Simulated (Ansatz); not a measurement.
## Ansatz (development build ahead of 0.2.0) run

```yaml
crystal:
  periodic: [false, false, false]
  atoms:
    - { symbol: C, position_ang: [-0.0331, -0.01971, 0.03187] }
    - { symbol: H, position_ang: [1.07907, 0.00229, -0.04866] }
    - { symbol: H, position_ang: [-0.54456, 0.99422, 0.00205] }
    - { symbol: H, position_ang: [-0.5378, -0.92063, 0.04344] }
basis:
  gaussian: { orbitals: aug-cc-pVDZ }
magnetization:
  spin_polarized: true
  initial_magnetization: 1
hamiltonian:
  xc: hf
correlation:
  method: mp2
  frozen_orbitals: { C: 1, H: 0 }
```

The input is written out in the form of the current development build from the run's settings.

The run gave:

```
Converged                       : yes
Reference energy                : -39.56078 hartree
Correlation energy              : -0.13281 hartree
Total energy                    : -39.69359 hartree
Spin squared of the determinant : 0.762
```
